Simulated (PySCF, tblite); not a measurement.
Species: C4H8O2.
Geometry (GFN2-xTB, Å), atoms numbered from 1 in this order:
```xyz
14
C4H8O2 angstrom
O     -1.699    0.949    0.599
C     -1.463   -0.431    0.542
C     -0.111   -0.737   -0.102
C      1.106   -0.021    0.496
C      1.261    0.588   -0.898
O      0.052   -0.033   -1.345
H     -1.512    1.296   -0.285
H     -2.255   -0.935   -0.032
H     -1.476   -0.802    1.569
H      0.008   -1.818   -0.240
H      0.839    0.695    1.270
H      1.918   -0.659    0.833
H      2.123    0.231   -1.468
H      1.208    1.678   -0.962
```

The calculation used PBE0/def2-SVPD in PySCF (dipole) on a GFN2-xTB geometry, gas phase.

Masses are those of the commonest isotopes; rigid-rotor values at the optimised geometry. The values belong to one conformer with, in the numbering `[OH:1][CH2:2][C@@H:3]1[CH2:4][CH2:5][O:6]1`, H–O1–C2–C3 49°, O1–C2–C3–C4 53°.

Q: Give the principal moments of inertia and the rotational constants in GHz.

A: Ia = 76.35, Ib = 177.13, Ic = 182.12 u·Å²; 505379 MHz·u·Å²/I gives 6620, 2853 and 2775 MHz, that is A = 6.6196, B = 2.8531, C = 2.7750 GHz.

Q: What kind of rotor is it?

A: A near-prolate asymmetric top. Ray's parameter κ = (2B − A − C)/(A − C) = -0.959; −1 is the prolate and +1 the oblate limit.

Q: Is it planar, by Δ = Ic − Ia − Ib?

A: Not planar: Δ = Ic − Ia − Ib = -71.36 u·Å². For a rigid frame Δ = −2 Σ m c², so Σ m c² = 35.68 u·Å² lies off the ab plane: 8.87 from hydrogen and 26.81 from heavier atoms. The atom farthest from that plane is 1.63 Å away.

Q: Give the other two planar moments, Paa and Pbb, and the rms extents of the mass along the axes.

A: Paa = Σ m a² = (Ib + Ic − Ia)/2 = 141.45 and Pbb = Σ m b² = (Ia + Ic − Ib)/2 = 40.67 u·Å². With the mass M = 88.05 u, the rms extents √(P/M) along a, b and c are 1.27, 0.68, 0.64 Å.

Q: List the rotational levels J(Ka,Kc) to J = 3 (cm⁻¹).

A: Above 0(0,0):
J = 1: 1(0,1) 0.1877, 1(1,1) 0.3134, 1(1,0) 0.3160
J = 2: 2(0,2) 0.5632, 2(1,2) 0.6862, 2(1,1) 0.6940, 2(2,1) 1.0710, 2(2,0) 1.0710
J = 3: 3(0,3) 1.1262, 3(1,3) 1.2455, 3(1,2) 1.2611, 3(2,2) 1.6342, 3(2,1) 1.6344, 3(3,1) 2.2689, 3(3,0) 2.2689

Q: Which lines would a microwave search look for?

A: The dipole components are |μa| = 1.36 D, |μb| = 1.27 D, |μc| = 0.23 D. The squared components, which scale the intensities, stand as 1.00 : 0.88 : 0.03 (a : b : c). Some of the stronger lines:

```tsv
type	branch	J(Ka,Kc)	MHz	lower level (cm⁻¹)
b	Q	1(1,0) ← 1(0,1)	3845	0.188
b	Q	2(1,1) ← 2(0,2)	3924	0.563
b	Q	3(1,2) ← 3(0,3)	4045	1.126
b	Q	4(1,3) ← 4(0,4)	4211	1.877
b	R	2(0,2) ← 1(1,1)	7488	0.313
b	R	1(1,1) ← 0(0,0)	9395	0.000
a	R	2(1,2) ← 1(1,1)	11178	0.313
a	R	2(0,2) ← 1(0,1)	11255	0.188
b	Q	2(2,0) ← 2(1,1)	11301	0.694
b	Q	3(2,2) ← 3(1,3)	11652	1.245
b	R	3(0,3) ← 2(1,2)	13190	0.686
a	R	3(0,3) ← 2(0,2)	16879	0.563
a	R	3(2,2) ← 2(2,1)	16884	1.071
a	R	3(2,1) ← 2(2,0)	16889	1.071
b	Q	3(3,0) ← 3(2,1)	19022	1.634
b	Q	3(3,1) ← 3(2,2)	19028	1.634
a	R	4(2,3) ← 3(2,2)	22511	1.634
b	R	2(2,1) ← 1(1,0)	22634	0.316
b	R	2(2,0) ← 1(1,1)	22713	0.313
b	Q	4(4,1) ← 4(3,2)	26637	3.020
b	R	3(2,2) ← 2(1,1)	28184	0.694
b	R	3(2,1) ← 2(1,2)	28424	0.686
b	R	4(2,2) ← 3(1,3)	34181	1.245
b	R	3(3,1) ← 2(2,0)	35911	1.071
b	R	4(3,2) ← 3(2,1)	41537	1.634
b	R	4(3,1) ← 3(2,2)	41543	1.634
b	R	4(4,0) ← 3(3,1)	49151	2.269
```

Q: Estimate the classical rotational partition function at 10 K, 50 K and 200 K.

A: Point group C1, symmetry number σ = 1; q = (√π/σ)·√((kT/h)³/(ABC)), k/h = 20836.6 MHz/K: 736 at 10 K, 8230 at 50 K, 65900 at 200 K.

Its GFN2-xTB frequencies are all real (lowest 100 cm⁻¹). No vibrational averaging or centrifugal distortion is included, and the geometry carries the error of its method.
